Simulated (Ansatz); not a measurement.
# C2HFN2: taking an electron away

The task here is to estimate one member of a computed series from the others.

The runs use Ansatz 0.2.0, Gaussian basis; unrestricted cation, the program's frozen cores in correlated methods.

Plan: UKS PBE-D4/def2-TZVPP; UKS r2SCAN-D4/def2-TZVPP; UKS PBE0-D4/def2-TZVPP; UKS B3LYP-D4/def2-TZVPP; UKS wB97X-V/def2-TZVPP; UKS wB97M-V/def2-TZVPP; UKS B2PLYP/def2-TZVPP; UHF-CCSD(T)/def2-TZVPP; UHF-MP2/def2-QZVPP; extrapolation to the limit; then −ε(HOMO) from the neutral's earlier runs with LDA (SPW92), PBE-D4, revPBE-D4, BLYP-D4, r2SCAN-D4, B97M-V, PBE0-D4, B3LYP-D4, r2SCANh-D4, r2SCAN0-D4, HSE06-D4, BHLYP-D4, CAM-B3LYP-D4, LC-ωPBE, ωB97X-V, ωB97M-V.

**The geometry**

All runs share one geometry, relaxed beforehand with PBE0-D4 in a triple-zeta def2 set.

6 atoms, charge 0, spin multiplicity 1.

Atoms are counted from 1 here; the program's logs count them from 0.

Bond lengths: F1–C2 1.326 Å, C2–N3 1.440 Å, C2–N5 1.441 Å, C2–H6 1.085 Å, N3–C4 1.382 Å, C4–N5 1.382 Å. Angles: F1–C2–N3 117.2°, F1–C2–N5 117.2°, F1–C2–H6 111.3°, N3–C2–N5 70.0°, N3–C2–H6 117.8°, N5–C2–H6 117.9°, C2–N3–C4 95.2°, N3–C4–N5 73.4°, C2–N5–C4 95.2°.

Set-up of the first run:

File in.yaml:

```yaml
crystal:
  periodic: [false, false, false]
  atoms:
    - {symbol: F, position_ang: [-1.573868, 0.416610, -0.549702]}
    - {symbol: C, position_ang: [-0.405542, 0.279479, 0.062609]}
    - {symbol: N, position_ang: [0.108134, -1.058204, 0.209836]}
    - {symbol: C, position_ang: [1.438371, -0.690685, 0.134577]}
    - {symbol: N, position_ang: [0.757525, 0.103212, -0.768880]}
    - {symbol: H, position_ang: [-0.324610, 0.949578, 0.911560]}
basis:
  gaussian: {orbitals: def2-TZVPP}
total_charge: 1
magnetization: {spin_polarized: true, initial_magnetization: 1}
hamiltonian: {xc: pbe, dispersion: d4}
```

Command:

```sh
$ ansatz run in.yaml --threads 2 --pin off --events-out ev --progress --plain --max-ram 4352MiB
```

Among the steps run: Cation, UKS PBE-D4/def2-TZVPP; Cation, UKS r2SCAN-D4/def2-TZVPP; Cation, UKS PBE0-D4/def2-TZVPP; Cation, UKS B3LYP-D4/def2-TZVPP; Cation, UKS wB97X-V/def2-TZVPP; Cation, UKS wB97M-V/def2-TZVPP; Cation, UKS B2PLYP (frozen core)/def2-TZVPP; Cation, UHF-CCSD(T)/def2-TZVPP; Cation, UHF-MP2/def2-QZVPP.

One table of the session follows, with a row left open; its other results are not shown here.

For comparison, −ε(HOMO) of the neutral from earlier runs:

```
  functional  −ε(HOMO) (eV)
 LDA (SPW92)           7.02
      PBE-D4           6.91
   revPBE-D4           6.86
     BLYP-D4           6.84
   r2SCAN-D4           7.29
      B97M-V           7.44
     PBE0-D4           8.45
    B3LYP-D4           8.23
  r2SCANh-D4           7.85
  r2SCAN0-D4           8.69
    HSE06-D4              ?
    BHLYP-D4           9.91
CAM-B3LYP-D4           9.96
     LC-ωPBE          11.35
     ωB97X-V          10.98
     ωB97M-V          10.86
```

Q: Estimate the row for HSE06-D4 from the others.

As computed: −ε(HOMO) (eV): 8.04. In the column «−ε(HOMO) (eV)» it lies between r2SCANh-D4 (7.85) and B3LYP-D4 (8.23).

Caveats from the session: The cation may have settled in a state other than its lowest; no search over hole states beyond the program's own was made.
